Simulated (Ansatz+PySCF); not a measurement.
A calculation with Ansatz (development build ahead of 0.2.0).

```yaml
crystal:
  periodic: [false, false, false]
  atoms:
    - { symbol: "N", position_ang: [-0.00049, -0.02151, 0.07645] }
    - { symbol: H, position_ang: [0.94724, 0.03401, -0.24886] }
    - { symbol: H, position_ang: [-0.5057, 0.82508, -0.25438] }
    - { symbol: H, position_ang: [-0.44589, -0.85527, -0.28639] }
basis:
  gaussian: { orbitals: def2-TZVP }
hamiltonian:
  xc: hf
```

The input is written out in the form of the current development build from the run's settings.

The run gave:

```json
{
  "Converged": "yes",
  "Total energy": "-56.21689 hartree",
  "Spin squared of the determinant": "0.000"
}
```
